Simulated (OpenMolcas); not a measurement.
# Potential curves of S₂⁺: spin-free states

Calculated with OpenMolcas 26.06: state-averaged CASSCF(7,6) over S 3p, S 3p, XMS-CASPT2 (IPEA 0.25, imaginary shift 0.2 hartree), scalar X2C, ANO-RCC-VTZP, then RASSI spin–orbit state interaction with atomic mean-field integrals. C2 symmetry about the axis (a holds Σ, Δ, Γ; b holds Π, Φ, H; Σ⁺ and Σ⁻ are not told apart); roots by multiplicity and irrep: 2b 8, 4b 2, 4a 1, 2a 3.

XMS-CASPT2 energies in eV from the lowest point. Curves are followed by energy order within each symmetry, so they are adiabatic and may change character at avoided crossings and where g and u states cross; Σ⁺ and Σ⁻ are counted together.

```tsv
R (Å)	(1)2Π	(1)4Π	(2)2Π	(1)4Σ	(1)2Σ
1.583	2.042	7.141	7.827	6.852	8.653
1.675	0.712	4.918	5.605	5.268	6.800
1.758	0.154	3.630	4.344	4.483	5.732
1.841	0.000	2.874	3.572	4.100	5.042
1.933	0.128	2.411	3.111	3.977	4.566
2.025	0.447	2.225	2.928	4.044	4.289
2.154	1.053	2.293	2.957	4.299	4.103
2.320	1.904	2.638	3.240	4.453	4.110
2.577	3.081	3.370	3.833	4.107	4.130
```

Q: With masses 31.972 and 31.972 u, fit the curves (1)2Π, (2)2Π near their minima.

A: At XMS-CASPT2, Te from the lowest curve (the fit fixes ωe to a per cent or two; the method's Re and ωe can be off by some per cent):

```
curve  Te (cm⁻¹)  Re (Å)  ωe (cm⁻¹)
(1)2Π          0   1.843      794.5
(2)2Π      23470   2.072      528.3
```

Left out for impure symmetry, kinks or missing points, though low: (1)2Δ, (1)2Φ, (3)2Π, (2)2Σ, (3)2Σ. g and u states are not told apart. Only roots inside an energy window near the equilibrium distance were included, so the list of states is not complete; labels number the states computed. Each spin and symmetry block has orbitals of its own, averaged over its own roots, so gaps between blocks are less sure than gaps within one and near the minimum can be off by tenths of an eV, in bad cases by more. No Rydberg orbitals are active, so Rydberg states, and σ→σ* states whose orbital the CASSCF left unused, can be missing between those listed. CASPT2 splits the two components of degenerate states numerically, here by up to 148 cm⁻¹. Points that failed a check (symmetry, reference weights, a jump) are left out.
